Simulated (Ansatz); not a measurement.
CH$_{7}$BO, closed shell: at the end structure of a reaction step.

in.yaml

```yaml
crystal:
  periodic: [false, false, false]
  atoms:
    - {symbol: B, position_ang: [0.289990, 0.198922, -0.556077]}
    - {symbol: O, position_ang: [-1.419267, -0.009402, -0.488178]}
    - {symbol: H, position_ang: [0.616952, -0.691107, -1.315286]}
    - {symbol: H, position_ang: [0.346874, 1.304355, -1.041343]}
    - {symbol: H, position_ang: [-1.597962, -0.896030, -0.153015]}
    - {symbol: C, position_ang: [0.763639, 0.044759, 0.951667]}
    - {symbol: H, position_ang: [-1.750524, 0.024362, -1.392783]}
    - {symbol: H, position_ang: [0.559438, -0.942958, 1.384514]}
    - {symbol: H, position_ang: [0.339145, 0.800631, 1.619943]}
    - {symbol: H, position_ang: [1.851716, 0.166467, 0.990358]}
basis:
  gaussian: {orbitals: def2-SVP}
hamiltonian: {xc: lda}
```

Launched with

```bash
ansatz run in.yaml --threads 2 --pin off --events-out ev --progress --plain --max-ram 4352MiB
```

The run's output (Ansatz 0.2.0):

```
Functional definition: SPW92
  name "SPW92"
  cite "Dirac, Proc. Camb. Phil. Soc. 26, 376 (1930) doi:10.1017/S0305004100016108"
  cite "Slater, Phys. Rev. 81, 385 (1951) doi:10.1103/PhysRev.81.385"
  cite "Perdew & Wang, Phys. Rev. B 45, 13244 (1992) doi:10.1103/PhysRevB.45.13244"
  exchange = slater_x
  correlation = pw_c
861 factors; their error is unknown
mean field evaluation 1: about -3826.5078 eV, gradient 6.7e1 eV
mean field evaluation 2: about -3810.0815 eV, gradient 1.0e2 eV
mean field evaluation 4: about -3837.1283 eV, gradient 7.5e0 eV
mean field evaluation 8: about -3837.2450 eV, gradient 6.7e-2 eV
mean field evaluation 16: about -3837.2205 eV, gradient 5.0e-5 eV
mean field -3837.22054021 eV, -141.0152538912 hartree, gradient 5.0e-5 eV, S^2 0.000000; 0 other end points of the search recorded, 0 dependent functions left out
reference -3837.22056925 eV, -141.0152549583 hartree; 13, 13 occupied and 64, 64 virtual orbitals, 861 factors
Total energy: -3837.22056925 eV, -141.0152549583 hartree
```

Hardware: 2 CPU threads of an Arm Neoverse N1, shared host. Wall time about 0.8 s.
